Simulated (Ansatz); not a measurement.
`SC1C=N1` + H₂ → `C1=NC1` + H₂S at 298.15 K and 1 bar (hydrogenolysis of a C–S bond).

Isolated molecules relaxed with PBE0-D4/def2-TZVP in Ansatz; ΔE leaves out vibrations. CBS: MP2 limit from def2 TZ/QZ plus the TZ coupled-cluster correction, frozen cores. This one scheme is used for every species. One conformer a species, not always the lowest.

```tsv
species	CCSD(T)/CBS energy (Eh)	H − E (kJ/mol)	S (J/(mol·K))
`SC1C=N1`	-530.29347	132.0	287.2
H₂	-1.17544	35.1	130.4
`C1=NC1`	-132.51911	129.6	245.4
H₂S	-398.97279	49.9	205.7
```

H − E and S are ideal-gas, rigid-rotor, harmonic terms from PBE0-D4/def2-TZVP, for one conformer and one mirror image of each species. The MP2-based limit puts H₂ 0.8 mEh under its directly extrapolated value; such offsets cancel only in part. 1 Eh = 2625.50 kJ/mol, R = 8.31446 J/(mol·K).

Problem. By hand: ΔE, ΔH, ΔS and ΔG.

Solution. ΔE = (-132.51911) + (-398.97279) − (-530.29347) − (-1.17544) = -0.02299 Eh = -60.4 kJ/mol. Δ(H − E) = 129.6 + 49.9 − 132.0 − 35.1 = 12.4, so ΔH = -48.0 kJ/mol. ΔS = 245.4 + 205.7 − 287.2 − 130.4 = 33.5 J/(mol·K). ΔG = -48.0 − 298.15 × (33.5)/1000 = -58.0 kJ/mol.

Problem. By hand: the equilibrium constant, and the temperature at which ΔG would vanish if ΔH and ΔS stayed fixed.

Solution. log₁₀ K = −ΔG/(RT ln 10) = 10.2. ΔH and −TΔS have one sign here, so there is no such temperature.

ΔH outweighs TΔS. A doubt of 5 kJ/mol in ΔE shifts log₁₀ K by 0.9 here. Other conformers and mirror images would add mixing entropy, several J/(mol·K) or more a flexible species. These are equilibria of isolated gas molecules and say nothing of rates. Largest T1 diagnostic: 0.012 (customary marks: 0.02 for closed shells, 0.045 for open ones).
